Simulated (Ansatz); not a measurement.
The input, for Ansatz 0.2.0:

```yaml
crystal:
  periodic: [false, false, false]
  atoms:
    - {symbol: Br, position_ang: [0.000000, 0.000000, 0.000000]}
    - {symbol: Be, position_ang: [0.000000, 0.000000, 3.927000]}
basis:
  gaussian: {orbitals: pcseg-2}
total_charge: -1
magnetization: {spin_polarized: true, initial_magnetization: 0}
hamiltonian: {xc: hf}
output: {forces: true, orbitals: {seedname: orbitals}}
```

```sh
$ ansatz run in.yaml --threads 1 --pin off --events-out ev --progress --plain --max-ram 2393MiB
```

The program prints:

```
430 factors; integrals over basis functions are off by at most 1.5e-3 eV
mean field evaluation 1: about -70397.9373 eV, gradient 5.0e0 eV
mean field evaluation 2: about -70397.9407 eV, gradient 4.9e0 eV
mean field evaluation 4: about -70398.0296 eV, gradient 3.0e-1 eV
mean field evaluation 8: about -70398.0328 eV, gradient 3.8e-3 eV
mean field evaluation 16: about -70398.0351 eV, gradient 8.8e-2 eV
mean field evaluation 32: about -70398.0364 eV, gradient 1.4e-5 eV
mean field evaluation 64: about -70394.3837 eV, gradient 8.7e0 eV
mean field evaluation 96: about -70398.0337 eV, gradient 2.3e-2 eV
mean field evaluation 128: about -70398.0328 eV, gradient 1.8e-4 eV
mean field -70398.03635544 eV, -2587.0801185597 hartree, gradient 1.4e-6 eV, S^2 0.084384; 3 other end points of the search recorded, 0 dependent functions left out
the calculation of the forces begins
reference -70398.03635544 eV, -2587.0801185597 hartree; 20, 20 occupied and 38, 38 virtual orbitals, 430 factors
Total energy: -70398.03635544 eV, -2587.0801185597 hartree
Atom 0 at     0.000000     0.000000     0.000000 Å, force    -0.000000     0.000000     0.190446 eV/Å
Atom 1 at     0.000000     0.000000     3.927000 Å, force     0.000000    -0.000000    -0.190446 eV/Å
Dipole moment:    -0.000000     0.000000    -0.143724 e Å
```

Forces (eV/Å):
```
Br   0.000  0.000  0.190
Be   0.000  0.000 -0.190
```

Ran on 1 thread of Intel Xeon, shared host: 7.5 s wall, 0.2 GiB peak host memory.
